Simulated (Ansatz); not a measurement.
C₇H₈O, SMILES `Cc1ccccc1O`. Charge 0, multiplicity 1.

```xyz
16

C     1.9143    0.8213   -0.7252
C     0.5927    0.4033   -0.1664
C    -0.1944    1.2563    0.5940
C    -1.4211    0.8601    1.1095
C    -1.8798   -0.4222    0.8616
C    -1.1142   -1.2957    0.1043
C     0.1099   -0.8860   -0.4040
O     0.8938   -1.7078   -1.1511
H     2.7193    0.1773   -0.3608
H     2.1429    1.8511   -0.4484
H     1.9246    0.7447   -1.8158
H     0.1693    2.2607    0.7858
H    -2.0118    1.5498    1.7000
H    -2.8347   -0.7503    1.2555
H    -1.4685   -2.3035   -0.0945
H     0.4577   -2.5590   -1.2444
```

**Question.** What are the harmonic wavenumbers in cm⁻¹ at PBE0-D4/def2-TZVP (Ansatz, finite differences of forces, unscaled)? (An estimate is asked.)

**Answer.** The calculation gave: 134, 177, 266, 289, 364, 439, 450, 534, 557, 593, 723, 761, 773, 847, 858, 921, 948, 1004, 1058, 1078, 1128, 1178, 1191, 1251, 1310, 1335, 1386, 1409, 1469, 1471, 1510, 1554, 1664, 1680, 3050, 3108, 3141, 3168, 3182, 3199, 3216, 3863.

**Question.** Is this a minimum?

**Answer.** Yes, all 42 modes are real.

**Question.** Give the ideal-gas thermochemistry at 298.15 K and 1 bar (rigid rotor, harmonic oscillator; point group Cs, symmetry number 1).

**Answer.** Zero-point energy 348.3 kJ/mol; H(298) − E = 369.6 kJ/mol; entropy 344.8 J/(mol·K), of which translation 167.3, rotation 116.7, vibration 60.8; G(298) − E = 266.8 kJ/mol.

**Question.** And at 400, 500, 600, 800 and 1000 K?

**Answer.** 
```tsv
T (K)	H − E (kJ/mol)	S (J/mol/K)	G − E (kJ/mol)
400	384.2	386.7	229.6
500	402.1	426.3	188.9
600	422.7	463.9	144.4
800	470.6	532.5	44.6
1000	525.0	593.0	-68.1
```
